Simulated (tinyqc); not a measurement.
CCD on RHF in the sto-3g basis, frozen core, for H3O+, spin multiplicity 1, step by step. One step of it, computed by the program tinyqc.

Question. CCD: starting amplitudes. t_ij^ab = <ij||ab> / (e_i + e_j - e_a - e_b), whose energy is MP2.

orbital energies (hartree): MO1 -20.833788, MO2 -1.747116, MO3 -1.075540, MO4 -1.075514, MO5 -0.889168, MO6 0.065650, MO7 0.263500, MO8 0.263654

Two-electron integrals over orbitals (pq|rs), unique and non-zero (hartree); the lowest 1 orbital is frozen and left out:
```
(22|22) 0.723344    (32|32) 0.138899    (33|22) 0.657066    (33|33) 0.663586
(42|22) -0.000043   (42|33) -0.034223   (42|42) 0.138875    (43|32) -0.034212
(43|43) 0.041904    (44|22) 0.657018    (44|33) 0.579734    (44|42) 0.034258
(44|44) 0.663557    (52|22) -0.012941   (52|33) 0.002794    (52|42) -1.36e-06
(52|44) 0.002789    (52|52) 0.145919    (53|32) 0.002374    (53|43) 0.003415
(53|53) 0.034214    (54|22) 0.000007    (54|33) 0.003423    (54|42) 0.002367
(54|44) -0.003406   (54|52) 0.000024    (54|54) 0.034213    (55|22) 0.745800
(55|33) 0.654901    (55|42) 0.000017    (55|44) 0.654875    (55|52) 0.055657
(55|54) 0.000025    (55|55) 0.876149    (62|22) 0.138592    (62|33) 0.097209
(62|42) 0.000056    (62|44) 0.097186    (62|52) -0.017295   (62|54) 0.000011
(62|55) 0.158698    (62|62) 0.076337    (63|32) -0.012228   (63|43) 0.025781
(63|53) 0.005015    (63|63) 0.054295    (64|22) 0.000179    (64|33) 0.025927
(64|42) -0.012303   (64|44) -0.025659   (64|52) 0.000019    (64|54) 0.005029
(64|55) 0.000200    (64|62) 0.000109    (64|64) 0.054405    (65|22) -0.049687
(65|33) -0.027628   (65|42) 0.000021    (65|44) -0.027606   (65|52) 0.058488
(65|54) 0.000029    (65|55) -0.037889   (65|62) -0.033722   (65|64) -0.000036
(65|65) 0.038604    (66|22) 0.515044    (66|33) 0.498002    (66|42) 0.000169
(66|44) 0.498158    (66|52) -0.037086   (66|54) -0.000022   (66|55) 0.502296
(66|62) 0.047246    (66|64) -0.000054   (66|65) -0.026969   (66|66) 0.463398
(72|22) 0.000176    (72|33) -0.011156   (72|42) -0.050611   (72|44) 0.011365
(72|52) -4.72e-06   (72|54) -0.011354   (72|55) 0.000186    (72|62) 0.000045
(72|64) -0.036568   (72|65) -0.000036   (72|66) 0.000054    (72|72) 0.053517
(73|32) -0.038887   (73|43) 0.005173    (73|53) 0.003888    (73|63) 0.025943
(73|73) 0.033749    (74|22) -0.165133   (74|33) -0.131590   (74|42) 0.038839
(74|44) -0.121303   (74|52) -0.023051   (74|54) -0.003894   (74|55) -0.191842
(74|62) -0.083940   (74|64) -0.026032   (74|65) 0.020034    (74|66) -0.040761
(74|72) 0.000259    (74|74) 0.146774    (75|22) -0.000020   (75|33) 0.007771
(75|42) -0.024227   (75|44) -0.007804   (75|52) 0.000066    (75|54) -0.022709
(75|55) -0.000009   (75|62) -0.000031   (75|64) 0.009563    (75|65) 0.000014
(75|66) -0.000058   (75|72) 0.007263    (75|74) -0.009071   (75|75) 0.024886
(76|22) 0.000012    (76|33) 0.043398    (76|42) -0.100088   (76|44) -0.043476
(76|52) -0.000028   (76|54) 0.008838    (76|55) -0.000031   (76|62) -0.000017
(76|64) 0.051016    (76|65) -0.000037   (76|66) -0.000231   (76|72) 0.004749
(76|74) -0.050554   (76|75) 0.020392    (76|76) 0.122481    (77|22) 0.578723
(77|33) 0.521098    (77|42) 0.030762    (77|44) 0.595138    (77|52) 0.002106
(77|54) -0.006986   (77|55) 0.578448    (77|62) 0.069790    (77|64) -0.041892
(77|65) -0.016744   (77|66) 0.480965    (77|72) 0.021122    (77|74) -0.068717
(77|75) -0.009036   (77|76) -0.060170   (77|77) 0.576387    (82|32) 0.050587
(82|43) 0.011292    (82|53) 0.011355    (82|63) 0.036578    (82|73) 0.000424
(82|82) 0.053516    (83|22) 0.165078    (83|33) 0.121273    (83|42) 0.038905
(83|44) 0.131588    (83|52) 0.023049    (83|54) -0.003876   (83|55) 0.191818
(83|62) 0.083944    (83|64) -0.025848   (83|65) -0.020011   (83|66) 0.040934
(83|72) 0.000472    (83|74) -0.081527   (83|75) -0.009099   (83|76) -0.050659
(83|77) 0.103286    (83|83) 0.146822    (84|32) 0.038905    (84|43) -0.005157
(84|53) -0.003880   (84|63) -0.025895   (84|73) -0.031634   (84|82) -0.000378
(84|84) 0.033715    (85|32) 0.024224    (85|43) -0.007776   (85|53) 0.022710
(85|63) -0.009539   (85|73) -0.009092   (85|82) 0.007260    (85|84) 0.009090
(85|85) 0.024882    (86|32) 0.100038    (86|43) -0.043342   (86|53) -0.008815
(86|63) -0.050826   (86|73) -0.050630   (86|82) 0.004765    (86|84) 0.050603
(86|85) 0.020364    (86|86) 0.122236    (87|32) 0.031052    (87|43) -0.037138
(87|53) -0.007006   (87|63) -0.042073   (87|73) -0.017482   (87|82) -0.021031
(87|84) 0.017448    (87|85) 0.009082    (87|86) 0.060379    (87|87) 0.048518
(88|22) 0.578770    (88|33) 0.595249    (88|42) -0.030956   (88|44) 0.521025
(88|52) 0.002107    (88|54) 0.007010    (88|55) 0.578471    (88|62) 0.069819
(88|64) 0.042163    (88|65) -0.016771   (88|66) 0.480748    (88|72) -0.020944
(88|74) -0.103365   (88|75) 0.009062    (88|76) 0.060344    (88|77) 0.479892
(88|83) 0.068574    (88|88) 0.576637
```

Give: Starting amplitudes; correlation energy.

Answer.

Starting amplitudes (spin orbitals 1a, 1b, ...; amplitudes related by a flip of all spins are not repeated; the 24 largest):
```
from      to        t
3a 3b  8a 8b  -0.0548
4a 4b  7a 7b  -0.0548
3a 4b  7b 8a  -0.0304
2a 4b  6a 7b   0.0266
2a 3b  6a 8b  -0.0266
4a 4b  6a 6b  -0.0238
3a 3b  6a 6b  -0.0238
2a 2b  6a 6b  -0.0211
5a 5b  6a 6b  -0.0202
3a 4a  7a 8a  -0.0186
2a 4a  6a 7a   0.0150
2a 3a  6a 8a  -0.0150
2a 2b  7a 7b  -0.0133
2a 2b  8a 8b  -0.0133
3a 3b  7a 7b  -0.0126
4a 4b  8a 8b  -0.0126
2a 5b  6a 6b   0.0122
3a 4b  7a 8b   0.0118
2a 3b  6b 8a   0.0116
2a 4b  6b 7a  -0.0116
5a 5b  7a 7b  -0.0108
5a 5b  8a 8b  -0.0108
4a 4b  6a 7b   0.0105
3a 3b  6a 7b  -0.0105
```

correlation energy = -0.049309 hartree
